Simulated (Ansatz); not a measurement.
Ansatz (a program for electronic structure) input (B3LYP-D3(BJ)/def2-TZVP):

Ansatz 0.2 input:
```yaml
crystal:
  periodic: [false, false, false]
  atoms:
    - {symbol: C, position_ang: [0.00476229, 0.43392420, -0.00203639]}
    - {symbol: C, position_ang: [1.18383408, -0.15360148, 0.00493325]}
    - {symbol: F, position_ang: [-1.14596015, -0.26718838, -0.00280751]}
    - {symbol: H, position_ang: [-0.17580160, 1.50100015, -0.00772733]}
    - {symbol: H, position_ang: [1.28003303, -1.23028006, 0.01036986]}
    - {symbol: H, position_ang: [2.07783169, 0.45203897, 0.00524394]}
basis:
  gaussian:
    orbitals: def2-TZVP
hamiltonian:
  xc: b3lyp
  dispersion: d3bj
phonons: {temperatures: {t_min: 298.15, t_max: 298.15, t_step: 100}}
```

Output:

```
Functional definition: B3LYP
integrals: 0.02 GiB planned
648 factors; their error is unknown
mean field: 0.28 GiB planned
mean field evaluation 1: about -4835.9327 eV, gradient 4.8e1 eV
mean field evaluation 2: about -4833.9885 eV, gradient 5.2e1 eV
mean field evaluation 4: about -4841.0395 eV, gradient 3.8e0 eV
mean field evaluation 8: about -4841.0627 eV, gradient 4.6e-2 eV
mean field evaluation 16: about -4841.0616 eV, gradient 5.2e-5 eV
mean field -4841.06160710 eV, -177.9057326715 hartree, gradient 5.2e-5 eV, S^2 0.000000; 0 other end points of the search recorded, 0 dependent functions left out
the calculation of the forces begins
reference -4841.06179568 eV, -177.9057396018 hartree; 12, 12 occupied and 99, 99 virtual orbitals, 648 factors
these checks for a lower state are left out or cut short: stability, starts, cluster_reference, orbital_swaps, neighbouring_geometries, increment
integrals: 0.02 GiB planned
648 factors; their error is unknown
mean field: 0.28 GiB planned
mean field -4841.06139586 eV, -177.9057249087 hartree, gradient 3.0e-6 eV, S^2 0.000000; 0 other end points of the search recorded, 0 dependent functions left out
the calculation of the forces begins
reference -4841.06158435 eV, -177.9057318355 hartree; 12, 12 occupied and 99, 99 virtual orbitals, 648 factors
these checks for a lower state are left out or cut short: stability, starts, cluster_reference, orbital_swaps, neighbouring_geometries, increment
integrals: 0.02 GiB planned
648 factors; their error is unknown
mean field: 0.28 GiB planned
mean field evaluation 32: about -4841.0614 eV, gradient 3.0e-6 eV
mean field -4841.06138891 eV, -177.9057246530 hartree, gradient 3.0e-6 eV, S^2 0.000000; 0 other end points of the search recorded, 0 dependent functions left out
the calculation of the forces begins
reference -4841.06157759 eV, -177.9057315871 hartree; 12, 12 occupied and 99, 99 virtual orbitals, 648 factors
these checks for a lower state are left out or cut short: stability, starts, cluster_reference, orbital_swaps, neighbouring_geometries, increment
integrals: 0.02 GiB planned
648 factors; their error is unknown
mean field: 0.28 GiB planned
mean field -4841.06146537 eV, -177.9057274629 hartree, gradient 3.0e-6 eV, S^2 0.000000; 0 other end points of the search recorded, 0 dependent functions left out
the calculation of the forces begins
reference -4841.06165391 eV, -177.9057343917 hartree; 12, 12 occupied and 99, 99 virtual orbitals, 648 factors
these checks for a lower state are left out or cut short: stability, starts, cluster_reference, orbital_swaps, neighbouring_geometries, increment
integrals: 0.02 GiB planned
648 factors; their error is unknown
mean field: 0.28 GiB planned
mean field -4841.06147242 eV, -177.9057277220 hartree, gradient 3.0e-6 eV, S^2 0.000000; 0 other end points of the search recorded, 0 dependent functions left out
the calculation of the forces begins
reference -4841.06166105 eV, -177.9057346540 hartree; 12, 12 occupied and 99, 99 virtual orbitals, 648 factors
these checks for a lower state are left out or cut short: stability, starts, cluster_reference, orbital_swaps, neighbouring_geometries, increment
integrals: 0.02 GiB planned
648 factors; their error is unknown
mean field: 0.28 GiB planned
mean field -4841.06139106 eV, -177.9057247321 hartree, gradient 3.0e-6 eV, S^2 0.000000; 0 other end points of the search recorded, 0 dependent functions left out
the calculation of the forces begins
reference -4841.06157970 eV, -177.9057316645 hartree; 12, 12 occupied and 99, 99 virtual orbitals, 648 factors
these checks for a lower state are left out or cut short: stability, starts, cluster_reference, orbital_swaps, neighbouring_geometries, increment
integrals: 0.02 GiB planned
[...]
the calculation of the forces begins
reference -4841.06175218 eV, -177.9057380030 hartree; 12, 12 occupied and 99, 99 virtual orbitals, 648 factors
these checks for a lower state are left out or cut short: stability, starts, cluster_reference, orbital_swaps, neighbouring_geometries, increment
integrals: 0.02 GiB planned
648 factors; their error is unknown
mean field: 0.28 GiB planned
mean field evaluation 96: about -4841.0613 eV, gradient 4.0e-1 eV
mean field -4841.06154420 eV, -177.9057303600 hartree, gradient 3.0e-6 eV, S^2 0.000000; 0 other end points of the search recorded, 0 dependent functions left out
the calculation of the forces begins
reference -4841.06173282 eV, -177.9057372915 hartree; 12, 12 occupied and 99, 99 virtual orbitals, 648 factors
these checks for a lower state are left out or cut short: stability, starts, cluster_reference, orbital_swaps, neighbouring_geometries, increment
integrals: 0.02 GiB planned
648 factors; their error is unknown
mean field: 0.28 GiB planned
mean field -4841.06156852 eV, -177.9057312539 hartree, gradient 3.0e-6 eV, S^2 0.000000; 0 other end points of the search recorded, 0 dependent functions left out
the calculation of the forces begins
reference -4841.06175708 eV, -177.9057381831 hartree; 12, 12 occupied and 99, 99 virtual orbitals, 648 factors
these checks for a lower state are left out or cut short: stability, starts, cluster_reference, orbital_swaps, neighbouring_geometries, increment
integrals: 0.02 GiB planned
648 factors; their error is unknown
mean field: 0.28 GiB planned
mean field -4841.06151060 eV, -177.9057291251 hartree, gradient 3.0e-6 eV, S^2 0.000000; 0 other end points of the search recorded, 0 dependent functions left out
the calculation of the forces begins
reference -4841.06169924 eV, -177.9057360577 hartree; 12, 12 occupied and 99, 99 virtual orbitals, 648 factors
these checks for a lower state are left out or cut short: stability, starts, cluster_reference, orbital_swaps, neighbouring_geometries, increment
integrals: 0.02 GiB planned
648 factors; their error is unknown
mean field: 0.28 GiB planned
mean field -4841.06148991 eV, -177.9057283649 hartree, gradient 3.0e-6 eV, S^2 0.000000; 0 other end points of the search recorded, 0 dependent functions left out
the calculation of the forces begins
reference -4841.06167844 eV, -177.9057352931 hartree; 12, 12 occupied and 99, 99 virtual orbitals, 648 factors
these checks for a lower state are left out or cut short: stability, starts, cluster_reference, orbital_swaps, neighbouring_geometries, increment
integrals: 0.02 GiB planned
648 factors; their error is unknown
mean field: 0.28 GiB planned
mean field evaluation 128: about -4841.0616 eV, gradient 4.8e-3 eV
mean field -4841.06158740 eV, -177.9057319475 hartree, gradient 3.0e-6 eV, S^2 0.000000; 0 other end points of the search recorded, 0 dependent functions left out
the calculation of the forces begins
reference -4841.06177598 eV, -177.9057388776 hartree; 12, 12 occupied and 99, 99 virtual orbitals, 648 factors
these checks for a lower state are left out or cut short: stability, starts, cluster_reference, orbital_swaps, neighbouring_geometries, increment
integrals: 0.02 GiB planned
648 factors; their error is unknown
mean field: 0.28 GiB planned
mean field -4841.06159763 eV, -177.9057323237 hartree, gradient 3.0e-6 eV, S^2 0.000000; 0 other end points of the search recorded, 0 dependent functions left out
the calculation of the forces begins
reference -4841.06178622 eV, -177.9057392542 hartree; 12, 12 occupied and 99, 99 virtual orbitals, 648 factors
these checks for a lower state are left out or cut short: stability, starts, cluster_reference, orbital_swaps, neighbouring_geometries, increment
integrals: 0.02 GiB planned
648 factors; their error is unknown
mean field: 0.28 GiB planned
mean field -4841.06148834 eV, -177.9057283070 hartree, gradient 3.0e-6 eV, S^2 0.000000; 0 other end points of the search recorded, 0 dependent functions left out
the calculation of the forces begins
reference -4841.06167685 eV, -177.9057352346 hartree; 12, 12 occupied and 99, 99 virtual orbitals, 648 factors
these checks for a lower state are left out or cut short: stability, starts, cluster_reference, orbital_swaps, neighbouring_geometries, increment
integrals: 0.02 GiB planned
648 factors; their error is unknown
mean field: 0.28 GiB planned
mean field -4841.06150673 eV, -177.9057289829 hartree, gradient 3.0e-6 eV, S^2 0.000000; 0 other end points of the search recorded, 0 dependent functions left out
the calculation of the forces begins
reference -4841.06169539 eV, -177.9057359160 hartree; 12, 12 occupied and 99, 99 virtual orbitals, 648 factors
these checks for a lower state are left out or cut short: stability, starts, cluster_reference, orbital_swaps, neighbouring_geometries, increment
integrals: 0.02 GiB planned
648 factors; their error is unknown
mean field: 0.28 GiB planned
mean field evaluation 160: about -4841.0616 eV, gradient 3.0e-6 eV
mean field -4841.06160235 eV, -177.9057324970 hartree, gradient 3.0e-6 eV, S^2 0.000000; 0 other end points of the search recorded, 0 dependent functions left out
the calculation of the forces begins
reference -4841.06179093 eV, -177.9057394272 hartree; 12, 12 occupied and 99, 99 virtual orbitals, 648 factors
these checks for a lower state are left out or cut short: stability, starts, cluster_reference, orbital_swaps, neighbouring_geometries, increment
integrals: 0.02 GiB planned
648 factors; their error is unknown
mean field: 0.28 GiB planned
mean field -4841.06158967 eV, -177.9057320309 hartree, gradient 3.0e-6 eV, S^2 0.000000; 0 other end points of the search recorded, 0 dependent functions left out
the calculation of the forces begins
reference -4841.06177826 eV, -177.9057389614 hartree; 12, 12 occupied and 99, 99 virtual orbitals, 648 factors
these checks for a lower state are left out or cut short: stability, starts, cluster_reference, orbital_swaps, neighbouring_geometries, increment
integrals: 0.02 GiB planned
648 factors; their error is unknown
mean field: 0.28 GiB planned
mean field -4841.06156193 eV, -177.9057310117 hartree, gradient 3.0e-6 eV, S^2 0.000000; 0 other end points of the search recorded, 0 dependent functions left out
the calculation of the forces begins
reference -4841.06175054 eV, -177.9057379430 hartree; 12, 12 occupied and 99, 99 virtual orbitals, 648 factors
these checks for a lower state are left out or cut short: stability, starts, cluster_reference, orbital_swaps, neighbouring_geometries, increment
integrals: 0.02 GiB planned
648 factors; their error is unknown
mean field: 0.28 GiB planned
mean field -4841.06156243 eV, -177.9057310298 hartree, gradient 3.0e-6 eV, S^2 0.000000; 0 other end points of the search recorded, 0 dependent functions left out
the calculation of the forces begins
reference -4841.06175098 eV, -177.9057379591 hartree; 12, 12 occupied and 99, 99 virtual orbitals, 648 factors
these checks for a lower state are left out or cut short: stability, starts, cluster_reference, orbital_swaps, neighbouring_geometries, increment
integrals: 0.02 GiB planned
648 factors; their error is unknown
mean field: 0.28 GiB planned
mean field -4841.06157128 eV, -177.9057313551 hartree, gradient 3.0e-6 eV, S^2 0.000000; 0 other end points of the search recorded, 0 dependent functions left out
the calculation of the forces begins
reference -4841.06175990 eV, -177.9057382866 hartree; 12, 12 occupied and 99, 99 virtual orbitals, 648 factors
these checks for a lower state are left out or cut short: stability, starts, cluster_reference, orbital_swaps, neighbouring_geometries, increment
integrals: 0.02 GiB planned
648 factors; their error is unknown
mean field: 0.28 GiB planned
mean field evaluation 192: about -4841.0667 eV, gradient 1.8e-4 eV
mean field -4841.06155495 eV, -177.9057307550 hartree, gradient 3.0e-6 eV, S^2 0.000000; 0 other end points of the search recorded, 0 dependent functions left out
the calculation of the forces begins
reference -4841.06174350 eV, -177.9057376842 hartree; 12, 12 occupied and 99, 99 virtual orbitals, 648 factors
Total energy: -4841.17576774 eV, -177.9099279978 hartree
Atom 0 at     0.004762     0.433924    -0.002036 Å, force    -0.000008     0.000190    -0.000001 eV/Å
Atom 1 at     1.183834    -0.153601     0.004933 Å, force     0.000296    -0.000155     0.000002 eV/Å
Atom 2 at    -1.145960    -0.267188    -0.002808 Å, force    -0.000191    -0.000151     0.000000 eV/Å
Atom 3 at    -0.175802     1.501000    -0.007727 Å, force    -0.000069     0.000223    -0.000001 eV/Å
Atom 4 at     1.280033    -1.230280     0.010370 Å, force     0.000112     0.000042     0.000000 eV/Å
Atom 5 at     2.077832     0.452039     0.005244 Å, force    -0.000140    -0.000148     0.000000 eV/Å
Dipole moment:     0.240661     0.168879     0.000056 e Å
Vibrations: 488.83 729.96 893.72 939.46 964.23 1168.38 1336.50 1417.10 1711.44 3169.03 3201.32 3262.90 cm⁻¹, zero-point energy 1.195386 eV
```
